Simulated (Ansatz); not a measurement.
CH4AlF, SMILES `F[CH2][AlH2]`, relaxed with RKS PBE0-D4/def2-TZVP in Ansatz 0.2.0 from a PBE-D4/def2-SVP geometry. The force threshold is 0.005 eV/Å; the program also tests the step.

The species carries charge 0 and has multiplicity 1.

Start:

```xyz
7

F    -1.085   -1.406    0.692
C    -0.730   -0.437   -0.255
Al    0.906    0.571    0.279
H    -1.596    0.254   -0.411
H    -0.588   -0.935   -1.247
H     1.659    0.231    1.648
H     1.434    1.721   -0.706
```

By how much does the energy fall, and how many steps does the optimiser take? (Estimate.)

The calculation gave: 0.02 eV, in 5 steps.

Which bonds change most? (An estimate is asked.)

The calculation gave: C2–H5 from 1.119 to 1.099 Å; C2–H4 from 1.119 to 1.099 Å; Al3–H6 from 1.599 to 1.583 Å; Al3–H7 from 1.604 to 1.589 Å.

Give the relaxed structure. (An estimate is asked.)

Computed: 
```xyz
7

F    -1.088   -1.398    0.675
C    -0.721   -0.426   -0.261
Al    0.904    0.568    0.280
H    -1.579    0.246   -0.398
H    -0.584   -0.929   -1.229
H     1.649    0.235    1.637
H     1.419    1.704   -0.704
```
